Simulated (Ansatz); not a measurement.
# UCCSD/STO-3G run of CH5B− (SMILES [BH2-]C)

Aim: the vertical doublet–quartet gap of CH5B− at UCCSD/STO-3G, from 2 runs. 

The calculation is run with Ansatz 0.2.0.

### Step 1. The structure to begin with

CH5B− has 7 atoms, charge -1, and is taken as a doublet. As SMILES, `[BH2-]C`. The shape is that of a GFN2-xTB optimisation.

Bond lengths: B1–C2 1.642 Å, B1–H3 1.245 Å, B1–H4 1.245 Å, C2–H5 1.102 Å, C2–H6 1.114 Å, C2–H7 1.102 Å. Angles: B1–C2–H5 112.7°, B1–C2–H6 114.9°, B1–C2–H7 112.6°, C2–B1–H3 113.3°, C2–B1–H4 113.3°, H5–C2–H6 104.9°, H5–C2–H7 105.8°, H6–C2–H7 104.9°, H3–B1–H4 112.0°.

### Step 2. The energy at UCCSD/STO-3G

File molecule.yaml:

```yaml
crystal:
  periodic: [false, false, false]
  atoms:
    - {symbol: B, position_ang: [-0.367620, -0.876680, 0.296410]}
    - {symbol: C, position_ang: [0.129860, 0.657930, -0.010930]}
    - {symbol: H, position_ang: [0.566410, -1.652080, 0.572900]}
    - {symbol: H, position_ang: [-1.111250, -1.340120, -0.587590]}
    - {symbol: H, position_ang: [0.713810, 1.090030, 0.817870]}
    - {symbol: H, position_ang: [0.779370, 0.770230, -0.909000]}
    - {symbol: H, position_ang: [-0.710590, 1.350700, -0.179660]}
basis:
  gaussian:
    orbitals: STO-3G
total_charge: -1
magnetization:
  spin_polarized: true
  initial_magnetization: 1
correlation:
  method: ccsd
  frozen_orbitals: {B: 1, C: 1, H: 0}
accuracy: high
scf:
  omitted_lower_state_checks: [cluster_reference, increment]
```

On the command line:

```
$ ansatz run molecule.yaml --threads 1 --pin off --max-ram 2610MiB --events-out events.jsonl --progress --plain --runs-dir runs
```

Standard output, cut to the lines that bear on the results:

```text
Warning: RAYON_NUM_THREADS=1 ignored (pool sized by the plan → 1); use --threads N
Functional definition: HF
  name "HF"
[...]
254 factors; integrals over basis functions are off by at most 1.4e-8 eV
[...]
mean field -1754.14751521 eV, -64.4637321801 hartree, gradient 1.1e-8 eV, S^2 0.757765; 0 other end points of the search recorded, 0 dependent functions left out
2 core orbitals not correlated: weight in the atoms' cores, before any rotation towards them, 1.000 or more for the frozen orbitals, at most 0.000 for the correlated occupied ones
reference -1754.14751521 eV, -64.4637321801 hartree; 7, 6 occupied and 6, 7 virtual orbitals, 254 factors
second order -2.27469352 eV of doubles, -0.00000000 eV of singles
cycle   1  -2.86776766 eV  change   -5.9e-1 eV  update   5.6e-2
[...]
cycle  21  -3.19429964 eV  change  -8.0e-10 eV  update  1.9e-10
Total energy: -1757.34181485 eV, -64.5811205267 hartree
Checks for a lower state left out: cluster_reference, increment
```

Wall time 0.18 s (1 thread of Arm Neoverse V1, shared host).

### Step 3. The quartet at the same level

Edit molecule.yaml of step 2 so:

```diff
@@ -11,13 +11,7 @@
 basis:
-  gaussian:
-    orbitals: STO-3G
+  gaussian: {orbitals: STO-3G}
 total_charge: -1
-magnetization:
-  spin_polarized: true
-  initial_magnetization: 1
-correlation:
-  method: ccsd
-  frozen_orbitals: {B: 1, C: 1, H: 0}
+magnetization: {spin_polarized: true, initial_magnetization: 3}
+correlation: {method: ccsd, frozen_orbitals: {B: 1, C: 1, H: 0}}
 accuracy: high
-scf:
-  omitted_lower_state_checks: [cluster_reference, increment]
+scf: {omitted_lower_state_checks: [cluster_reference, increment]}
```

On the command line:

```
$ ansatz run molecule.yaml --threads 1 --pin off --max-ram 2610MiB --events-out events.jsonl --progress --plain --runs-dir runs
```

Standard output:

```text
Warning: RAYON_NUM_THREADS=1 ignored (pool sized by the plan → 1); use --threads N
[... 16 lines left out ...]
2 core orbitals not correlated: weight in the atoms' cores, before any rotation towards them, 1.000 or more for the frozen orbitals, at most 0.000 for the correlated occupied ones
[... 71 lines left out ...]
Total energy: -1741.90780250 eV, -64.0139310344 hartree
Checks for a lower state left out: cluster_reference, increment
```

It took 0.52 s on 1 thread of Arm Neoverse V1, shared host.

### Step 4. Outcome

At UCCSD/STO-3G, 2 core orbitals frozen:

| quantity | value |
| --- | --- |
| doublet: total energy | -64.58112 Eh |
| doublet: correlation energy (2 core orbitals frozen) | -117.4 mEh |
| doublet: ⟨S²⟩ of the reference determinant | 0.758 |
| doublet: T1 diagnostic | 0.005 |
| quartet: total energy | -64.01393 Eh |
| quartet: correlation energy (2 core orbitals frozen) | -124.3 mEh |
| quartet: ⟨S²⟩ of the reference determinant | 3.762 |
| quartet: T1 diagnostic | 0.147 |
| vertical energy of the quartet above the doublet | 15.434 eV |

What this shows: At this shape the quartet lies 15.43 eV (356 kcal/mol) above the doublet. For an anion a state so high probably lies above electron detachment. In a minimal basis such a difference can be off by several eV, whatever the method. The T1 diagnostic (quartet) of 0.147 is above the customary mark for such species, so a single reference may not serve.
